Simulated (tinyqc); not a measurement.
A ladder of methods, and size consistency: correlation methods against full CI in the sto-3g basis, for LiH, spin multiplicity 1. Computed by the program tinyqc with PySCF. All electrons correlated; +Q is the Davidson correction (1 - c0^2) E_corr. The last columns treat two copies 100 angstrom apart as one system. FCI is the lowest singlet.

Geometry (angstrom):
```
atom,x,y,z
Li,0.0000,0.0000,0.0000
H,0.0000,0.0000,1.6290
```

RHF energy of one = -7.860788 hartree

Correlation energies (hartree):
```
method,E_corr of one,share of FCI (%),E_corr of two at 100 angstrom,two minus twice one (mhartree)
MP2,-0.013142,62.7254,-0.026283,-2.50e-05
CISD,-0.020937,99.9339,-0.040826,1.0486
CISD+Q,-0.021500,102.6219,-0.042785,0.2159
CCSD,-0.020940,99.9478,-0.041880,-5.53e-05
CCSD(T),-0.020949,99.9895,-0.041898,-5.52e-05
FCI,-0.020951,100.0000,-,-
```

What does the comparison show, and why?

MP2 recovers 63 %, CISD 99.9 % and CCSD 99.9 % of the FCI value (c0^2 = 0.973 in CISD). MP2 and coupled cluster are size consistent, so their last column vanishes but for a trace of long-range electrostatics; CISD loses 1.05 mhartree, since a double excitation on each copy is a quadruple of the pair, and the Davidson correction leaves +0.22.
